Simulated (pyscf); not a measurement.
Structures and frequencies: ωB97X-D3(BJ)/def2-SVP in PySCF. Correlated levels are frozen-core, on RHF or UHF. ΔMP2 is the change of the MP2 total energy from the triple- to the quadruple-zeta basis.

Q: PBE/def2-TZVP puts the barrier of F–BH–SiH₃ (SMILES FB[SiH3]) → B–F (SMILES [B]F) [singlet] + SiH₄ (SMILES [SiH4]) (1,1-elimination; singlet surface; B–Si, B–H broken, H–Si formed) at 321.0 kJ/mol and the reaction energy at +196.3 kJ/mol, from the reactant's lowest minimum found. What do B3LYP-D3(BJ)/def2-TZVP, ωB97M-D3(BJ)/def2-TZVP, CCSD(T)/def2-TZVPP + ΔMP2(QZVPP) give on the same structures?

A: B3LYP-D3(BJ): ΔE‡ = 343.6 kJ/mol, ΔE = +184.0 kJ/mol; ωB97M-D3(BJ): ΔE‡ = 359.6 kJ/mol, ΔE = +166.9 kJ/mol; CCSD(T): ΔE‡ = 357.3 kJ/mol, ΔE = +165.5 kJ/mol. PBE's barrier lies under all of them, by 22.6 to 38.6 kJ/mol. Its reaction energy lies over all of them, by 12.3 to 30.8 kJ/mol. Low barriers are usual for a GGA, whose delocalisation error favours stretched bonds. This is the saddle that the search found; another between the same sides may lie lower. The CCSD(T) − MP2 part came from Ansatz, without density fitting, on the same reference.
